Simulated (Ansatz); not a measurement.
Basis-set extrapolation for C$_{3}$H$_{4}$FNO (`C=N/C(O)=C/F`) (PBE0-D4/def2-TZVP geometry, frozen core, Ansatz 0.2.0). Multiplicity 1, RHF reference.

|  | def2-TZVPP | def2-QZVPP |
| --- | --- | --- |
| HF | -344.760979 | -344.776619 |
| MP2 correlation | -1.154469 | -1.242772 |
| CCSD(T) correlation | -1.226441 | not run |

Energies in hartree. Use E(X) = E(∞) + A·exp(−7.88·√X) for Hartree–Fock and E(X) = E(∞) + B·X^(−2.97) for correlation, with X = 3 and 4, and add CCSD(T) minus MP2 of the smaller set to the MP2 limit.

Question: What is the CCSD(T) energy at the basis-set limit?

Answer: HF limit: -344.776619 + (-0.015640) × 0.13774 = -344.77877. MP2 limit: -1.242772 + (-0.088303) × 0.74074 = -1.30818. Higher-order term: -1.226441 − (-1.154469) = -0.07197. Total: -346.15892 hartree, 450.3 kJ/mol below CCSD(T)/def2-TZVPP.
